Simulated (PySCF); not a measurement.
# A diatomic session: HF

An exercise on one series of results from a longer session: the logs are not shown, and one member is left open.

Program: PySCF 2.14.0. Level of theory: H def2-TZVPP, F def2-TZVPP, no relativity. These are calculated values, not measurements.

Set-up of the first run:

The job is set up so:

```json
{
 "atoms": "H, F",
 "charge": "0",
 "basis": "H def2-TZVPP, F def2-TZVPP",
 "Hamiltonian": "no relativity",
 "basis functions": "45",
 "electrons treated": "10",
 "masses in u": "1.0078, 18.9984",
 "levels": "PBE0, PBE, r²SCAN, BP86, TPSS, TPSSh, r²SCANh, CAM-B3LYP, HF, MP2, SCS-MP2, CCSD, CCSD(T)",
 "grid": "80 radial by 434 angular points",
 "occupations": "held fixed by the projection of orbital angular momentum",
 "dissociation limit": "H + F, each in its ground configuration",
 "starting distance in angstrom": "0.935",
 "values of 2S to try": "0, 2"
}
```

On the command line:

```bash
OMP_NUM_THREADS=1 python dia.py task.json out
```

Among the steps run: Set-up; The PBE0 curve of the state that the search chose; PBE; r²SCAN (meta-GGA); BP86 (GGA); TPSS (meta-GGA); TPSSh; r²SCANh (hybrid meta-GGA); CAM-B3LYP; RHF (mean field); Correlated methods on the Hartree–Fock reference.

One of the session's tables, all rows but one given; the rest of the session is left out.

```
      level  Re (Å)  ωe (cm⁻¹)  De (eV)
        RHF   0.897       4472     4.20
    RHF-MP2   0.918       4153     6.16
RHF-SCS-MP2   0.918       4147     6.06
   RHF-CCSD   0.915       4192     5.90
RHF-CCSD(T)   0.917       4153     5.98
        PBE   0.930       3977     6.12
       BP86       ?          ?        ?
       TPSS   0.929       3991     5.99
     r²SCAN   0.921       4093     5.96
      TPSSh   0.924       4063     5.93
    r²SCANh   0.918       4145     5.90
       PBE0   0.918       4157     5.90
  CAM-B3LYP   0.921       4115     6.04
```

Estimate the missing values for BP86.

The run gave: Re (Å): 0.931; ωe (cm⁻¹): 3966; De (eV): 6.24. In the column «Re (Å)» it is the highest.
